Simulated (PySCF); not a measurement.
Compound: sulfur dicyanide, C2N2S.
Geometry (PBE0-D3(BJ)/def2-TZVP, Å), atoms numbered from 1 in this order:
```xyz
5
C2N2S angstrom
N     -2.2577   -0.2060    0.2279
C     -1.1625   -0.0527    0.5537
S      0.3946    0.1961    1.1617
C      1.2768   -0.0396   -0.2602
N      1.9587   -0.1861   -1.1782
```

Computed with PySCF at wB97X-D/pcSseg-2, non-relativistic, on one gas-phase PBE0-D3(BJ)/def2-TZVP geometry that isn't relaxed in the solvent. The solvent is an IEF-PCM continuum (cavity from Bondi-type radii × 1.2). The model holds no explicit solvent molecules, cavitation or dispersion.

Gas phase at wB97X-D/pcSseg-2: HOMO -10.75 eV, LUMO -0.12 eV, dipole 3.07 D.

What does the continuum do to the energy, the frontier levels and the dipole at wB97X-D/pcSseg-2 in chloroform?

```csv
solvent,ε,E(solvent) − E(gas) (kJ/mol),polarisation term (kJ/mol),distortion of the solute (kJ/mol),HOMO (eV),LUMO (eV),dipole (D)
chloroform,4.711,-18.83,-22.35,3.52,-10.51,0.19,3.79
```

The polarisation term is half the interaction of the solute with the surface charges that it induces; the rest is the cost of distorting the solute's density. The sum is the electrostatic part of solvation alone.

Which radius a makes the point-dipole formula ΔE = −[(ε − 1)/(2ε + 1)]·μ²/a³ give the value in chloroform, with the gas-phase dipole?

μ = 1.206 au and |ΔE| = 0.00717 Eh give a = 2.20 Å; the farthest nucleus lies 2.31 Å from the centroid of the nuclei, so such a sphere wouldn't even hold the nuclei. The formula assumes a rigid point dipole at the centre of a sphere.

Give the dipole vector in the frame of the coordinates (D, pointing from negative to positive charge), gas and chloroform.

Gas (0.94, 0.68, 2.84), solvent (1.16, 0.84, 3.50). Its length changes by +23 % and its direction by less than 1°.

Note: wB97X-D ran without an empirical dispersion term, which enters the total energy and its gradient alone.
